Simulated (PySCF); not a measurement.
Stretching BP⁻

Set-up: B aug-cc-pVDZ, P aug-cc-pV(D+d)Z; no relativity (PySCF 2.14). Energies in eV from B + P⁻ in their ground configurations at the same level. State: ²Σ⁺ (doublet), unpaired electrons σ ↑.

All columns are PBE0. A positive dipole points towards P; it is taken about the centre of mass and depends on that origin.

| R (Å) | E (eV) | μ (D) | Mulliken charge on B (basis-dependent) | HOMO (eV) | LUMO (eV) | Mayer bond order | ⟨S²⟩ |
| --- | --- | --- | --- | --- | --- | --- | --- |
| 1.471 | -4.040 | 0.98 | -1.20 | -0.96 | 2.88 | 2.55 | 0.77 |
| 1.539 | -4.789 | 0.95 | -1.03 | -0.88 | 2.74 | 2.60 | 0.77 |
| 1.607 | -5.207 | 0.92 | -0.90 | -0.79 | 2.60 | 2.61 | 0.77 |
| 1.659 | -5.356 | 0.91 | -0.81 | -0.73 | 2.49 | 2.60 | 0.77 |
| 1.710 | -5.395 | 0.90 | -0.74 | -0.69 | 2.38 | 2.59 | 0.78 |
| 1.761 | -5.349 | 0.90 | -0.68 | -0.64 | 2.27 | 2.57 | 0.78 |
| 1.830 | -5.188 | 0.90 | -0.61 | -0.60 | 2.13 | 2.53 | 0.78 |
| 1.915 | -4.877 | 0.90 | -0.54 | -0.55 | 1.96 | 2.48 | 0.79 |
| 2.018 | -4.410 | 0.89 | -0.49 | -0.50 | 1.77 | 2.39 | 0.79 |
| 2.155 | -3.730 | 0.87 | -0.44 | -0.45 | 1.57 | 2.26 | 0.80 |

A fit through these points gives, at Re = 1.706 Å, μ = 0.90 D and dμ/dR = -0.133 D/Å; the reduced mass is 8.122 u.

Question: How strong is the fundamental in the double-harmonic approximation, I = 42.26·(dμ/dR)²/μred km/mol?

Answer: I = 42.26·(-0.133)²/8.122 = 0.0920 km/mol at PBE0.

For an ion De counts to the pair picked by the measured ionisation energies or electron affinities, which need not be the lowest pair at this level. The state was picked by a PBE0 search and need not be the measured ground state.
